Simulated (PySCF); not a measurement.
A GIAO shielding run with PySCF (density fitting, non-relativistic, gas phase) on `CC(C)[C@@H](C)F`, C5H11F:

```
$ OMP_NUM_THREADS=1 python probes_run.py task.json out

{"job": {"kind": "nmr", "xc": "B97-2", "basis": "pcSseg-2", "pop": false}, "charge": 0, "multiplicity": 1}
C     -1.096927     1.578425     0.110800
C     -0.283741     0.329345     0.432185
C     -1.175511    -0.906323     0.498364
C      0.854563     0.169624    -0.574084
C      1.799711    -0.979743    -0.310824
F      0.308975     0.004362    -1.840115
H     -1.562009     1.486955    -0.882422
H     -1.897121     1.733845     0.849866
H     -0.464378     2.479946     0.102648
H      0.198511     0.471425     1.416871
H     -2.014324    -0.744462     1.191765
H     -0.630219    -1.797400     0.842451
H     -1.595288    -1.127343    -0.494942
H      1.426814     1.115545    -0.601415
H      1.276719    -1.943974    -0.383460
H      2.241535    -0.896428     0.693283
H      2.614072    -0.978527    -1.049175
```

Hardware: 1 thread of an Arm Neoverse V2, shared host.

Question: How large is the calculation?

Answer: 50 electrons, 370 basis functions and 941 auxiliary functions.

Question: How long does it take?

Answer: 65 s of wall time, with 13 SCF cycles and 4 response iterations. Times on a shared host scatter by some tens of per cent.

Question: And these other runs on the same molecule and hardware: GIAO shielding at PBE0/pcSseg-1; spin–spin coupling at B3LYP/pcJ-1?

Answer: PBE0/pcSseg-1: 157 functions, 16 s; B3LYP/pcJ-1: 272 functions, 61 s.
